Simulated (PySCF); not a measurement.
An unknown is described by computed data only.

Formula: C5H10.

| Item | Value |
| --- | --- |
| 13C NMR | chemical shifts (computed TMS as zero) by class: 155.8 (1 C), 118.4 (1 C), 40.3 (1 C), 25.4 (2 C) ppm [GIAO PBE0/pcSseg-1] |
| Dipole | 0.33 D [PBE0/pcSseg-1] |
| 1H NMR | chemical shifts (computed TMS as zero) by class: 5.95 (1 H), 5.37 (1 H), 5.13 (1 H), 2.13 (1 H), 1.05 (6 H) ppm [GIAO PBE0/pcSseg-1] |
| Rotational structure | rotational constants A, B, C: 7.615, 3.605, 2.788 GHz [GFN2-xTB] |
| Couplings | largest of the computed one-bond spin–spin couplings (means over like bonds): 13C–1H +162.3, 13C–1H +160.7, 13C–1H +157.6, 13C–1H +135.1, 13C–1H +132.2 (×6), 13C–13C +77.8, 13C–13C +42.6, 13C–13C +33.7 (×2) Hz [B3LYP/pcJ-1, spin–dipole term left out] |

Gas-phase values; electronic properties from PySCF, density fitting. Levels stand in brackets. Geometry: GFN2-xTB, one conformer, isolated molecule. NMR classes are plain means over equivalent atoms (diastereotopic ones count apart unless rotation or inversion swaps them), as if these changed places fast.

Problem. Propose a structure and show how it fits.

Solution. Numbering: `[CH2:1]=[CH:2][CH:3]([CH3:4])[CH3:5]`. Its formula, C5H10, gives 1 degree of unsaturation: 0 rings and 1 π bond in the structure found. 5 carbons fall into 4 classes; from least to most shielded: alkene CH carbon [C2] (155.8 ppm), terminal =CH2 carbon [C1] (118.4 ppm), allylic carbon [C3] (40.3 ppm), methyl carbon [C4/C5] (25.4 ppm, 2 C). Hydrogen classes from least to most shielded: 1 H on an alkene CH carbon, C2 (5.95 ppm), 1 H on a terminal =CH2 carbon, C1 (5.37 ppm), 1 H on a terminal =CH2 carbon, C1 (5.13 ppm), 1 H on an allylic carbon, C3 (2.13 ppm), 6 H on 2 methyl carbons, C4/C5 (1.05 ppm). The couplings run between: +162.3 Hz, terminal =CH2 carbon [C1] and its hydrogen; +160.7 Hz, terminal =CH2 carbon [C1] and its hydrogen; +157.6 Hz, alkene CH carbon [C2] and its hydrogen; +135.1 Hz, allylic carbon [C3] and its hydrogen; +132.2 Hz, methyl carbon [C4] and its hydrogen (with 5 like pairs); +77.8 Hz, terminal =CH2 carbon [C1] and alkene CH carbon [C2]; +42.6 Hz, alkene CH carbon [C2] and allylic carbon [C3]; +33.7 Hz, allylic carbon [C3] and methyl carbon [C4] (with 1 like pair). The optimised geometry has point group Cs and is an asymmetric top. Structure: 3-methyl-1-butene, `C=CC(C)C`. Computed isomers that give other values at the same levels: `CCC1CC1` (rotational constant A: 11.942 GHz; this holds for the one conformer computed); `C1CCCC1` (13C chemical shifts (computed TMS as zero) by class: 28.9 (5 C) ppm); `C=CCCC` (13C chemical shifts (computed TMS as zero) by class: 148.9 (1 C), 120.2 (1 C), 43.8 (1 C), 29.0 (1 C), 17.3 (1 C) ppm). The assignments are read from this structure; whether some other isomer fits the data as well wasn't checked.

Conformer computed: `[CH2:1]=[CH:2][CH:3]([CH3:4])[CH3:5]`: C1–C2–C3–C4 -119°.
